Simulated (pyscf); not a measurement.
Thermochemistry of product channels of `[CH]#[C][CH3]` + `[H]` [doublet] on the doublet surface, in kcal/mol, from CCSD(T)/def2-TZVPP + ΔMP2(QZVPP) energies (ideal gas, 1 atm, RRHO with modes under 100 cm⁻¹ raised to 100, one conformer, R ln 2 for chiral ones without a mode under 150 cm⁻¹). Single points on ωB97X-D3(BJ)/def2-SVP structures (PySCF, gas phase). MP2 and CC: frozen core, UHF for open shells. ΔMP2 is the change of the MP2 total energy from the triple- to the quadruple-zeta basis.

```
products                       ΔE  ΔH(298 K)  ΔG(298 K)  ΔG(1200 K)
--------------------------  -----  ---------  ---------  ----------
`[CH]=[CH][CH3]` [doublet]      ?      -31.9      -25.5        -3.9
`[CH2]=[C][CH3]` [doublet]  -40.7      -35.9      -29.7           ?
```

**Question.** Some entries are withheld; supply them.

**Answer.** 
- `[CH]=[CH][CH3]` [doublet], ΔE: -36.9
- `[CH2]=[C][CH3]` [doublet], ΔG(1200 K): -8.7

These are energies of the channels, which say nothing of barriers. •HC=CH–CH₃ lies 24.7 kcal/mol over its isomer •H₂C–CH=CH₂ (electronic energy, ωB97M-D3(BJ)/def2-TZVP). H₂C=C•–CH₃ lies 20.3 kcal/mol over its isomer •H₂C–CH=CH₂ (electronic energy, ωB97M-D3(BJ)/def2-TZVP). The CCSD(T) − MP2 part came from Ansatz, without density fitting, on the same reference. A UHF reference is spin-contaminated (<S²> up to 0.95), which harms MP2 most.
